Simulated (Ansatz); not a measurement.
Input for Ansatz (development build ahead of 0.2.0):

```yaml
crystal:
  periodic: [false, false, false]
  atoms:
    - { symbol: Si, position_ang: [0.59931, -0.87664, 0.02277] }
    - { symbol: S, position_ang: [1.53058, -4.39607, 4.88779] }
basis:
  gaussian: { orbitals: cc-pVDZ }
magnetization:
  spin_polarized: true
hamiltonian:
  xc: hf
correlation:
  method: ccsd_t
  frozen_orbitals: { S: 5, Si: 5 }
```

The input is written out in the form of the current development build from the run's settings.

Output:

| Quantity | Value |
| --- | --- |
| Converged | yes |
| Reference energy | -686.34713 hartree |
| CCSD correlation energy | -0.16663 hartree |
| Triples correction | -0.00214 hartree |
| Total energy | -686.51590 hartree |
| T1 diagnostic | 0.008 |
| Largest doubles amplitude | 0.11 |
